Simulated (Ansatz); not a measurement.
```yaml
crystal:
  periodic: [false, false, false]
  atoms:
    - {symbol: Sc, position_ang: [0.000000, 0.000000, 0.000000]}
    - {symbol: O, position_ang: [0.000000, 0.000000, 2.110000]}
basis:
  gaussian: {orbitals: def2-TZVP}
total_charge: 1
magnetization: {spin_polarized: true, initial_magnetization: 2}
hamiltonian: {xc: pbe0}
relax: {f_tol: 0.004, max_steps: 80}
```

```sh
$ ansatz run in.yaml --threads 1 --pin off --events-out ev --progress --plain --max-ram 2176MiB
```

Steps of the relaxation (energy above the last step; positions in Å, forces in eV/Å):

```
2
step 1, 425.5 meV
Sc    0.000    0.000    0.000    0.000    0.000    3.069
O     0.000    0.000    2.110    0.000    0.000   -3.069
```

```
2
step 2, 0.1 meV
Sc    0.000    0.000    0.118    0.000    0.000   -0.056
O     0.000    0.000    1.992    0.000    0.000    0.056
```

```
2
step 3, 0.0 meV
Sc    0.000    0.000    0.116    0.000    0.000    0.007
O     0.000    0.000    1.994    0.000    0.000   -0.007
```

```
2
step 4, 0.0 meV
Sc    0.000    0.000    0.117    0.000    0.000    0.000
O     0.000    0.000    1.993    0.000    0.000    0.000
```

Close pairs at the end: Sc1–O2 1.877 Å.

A stationary point of unrestricted PBE0 after 4 steps, with ⟨S²⟩ = 2.003 against 2.00 for a pure state. 70 s on 1 thread of Intel Xeon Platinum 8259CL, shared host.
